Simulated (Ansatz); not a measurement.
# MgH (doublet): from Hartree-Fock to the top rungs at distance Mg1–H2 = 4.665 Å, cc-pVQZ

One table from this session's results is given with a row withheld; the runs are named, their logs left out.

The runs use Ansatz 0.2.0, Gaussian basis; cc-pVQZ, core rule «outside noble gas», up to 5 orbitals frozen.

The runs, in order: UHF; CCSD(T) on ROHF; CCSD(T) on UHF; BCCD(T) on ROHF; CCSDT on ROHF; CCSDT on UHF; CASSCF and MRCISD+Q, 3 electrons in 5 orbitals; CASSCF and NEVPT2, 3 electrons in 5 orbitals; Full CI.

24 further runs of the same task are left out: 8 for a known fault of the program, 15 that didn't finish, 1 set aside as unsound or not needed. Runs told in other sessions of the task aren't counted.

## The geometry

The geometry derives from a PBE0/def2-TZVP stationary point (not a proven minimum). One bond is set to the value named and the two fragments are kept rigid.

2 atoms, charge 0, spin multiplicity 2.

Atoms are counted from 1 here; the program's logs count them from 0.

No contacts short enough for the rule that draws bonds.

Set-up of the first run:

in.yaml

```yaml
crystal:
  periodic: [false, false, false]
  atoms:
    - {symbol: Mg, position_ang: [0.000000, 0.000000, 0.000000]}
    - {symbol: H, position_ang: [0.000000, 0.000000, 4.665000]}
basis:
  gaussian: {orbitals: cc-pVQZ}
magnetization: {spin_polarized: true, initial_magnetization: 1}
hamiltonian: {xc: hf}
output: {orbitals: {seedname: orbitals}}
```

Started as:

```bash
> ansatz run in.yaml --threads 1 --pin off --events-out ev --progress --plain --max-ram 2393MiB
```

Among the steps run: UHF; CCSD(T) on ROHF; CCSD(T) on UHF; BCCD(T) on ROHF; CCSDT on ROHF; CCSDT on UHF; CASSCF and MRCISD+Q, 3 electrons in 5 orbitals; CASSCF and NEVPT2, 3 electrons in 5 orbitals; Full CI.

One of the session's tables, all rows but one given; the rest of the session is left out.

```
          method  from FCI (kJ/mol)
            ROHF              +89.5
             UHF              +89.5
            RMP2              +25.3
            UMP2              +25.3
           RCCSD               +0.1
           UCCSD               +0.1
        RCCSD(T)                0.0
        UCCSD(T)                0.0
         BCCD(T)                0.0
          RCCSDT                0.0
          UCCSDT                0.0
  CASSCF valence               +7.0
  NEVPT2 valence                  ?
  MRCISD valence               +0.4
MRCISD+Q valence               +0.4
             FCI                  0
```

**Question.** Estimate the row for NEVPT2 valence.

**Answer.** from FCI (kJ/mol): +2.5. In the column «from FCI (kJ/mol)» it lies between MRCISD+Q valence (+0.4) and CASSCF valence (+7.0).

To keep in mind: Levels on UHF freeze UHF's core orbitals, full CI those of ROHF, so the U rows can settle a little off it for that reason alone. Restricted and unrestricted rows rest on different reference determinants; a gap between their highest levels can come from leftover correlation error, from unlike frozen cores or from another state.
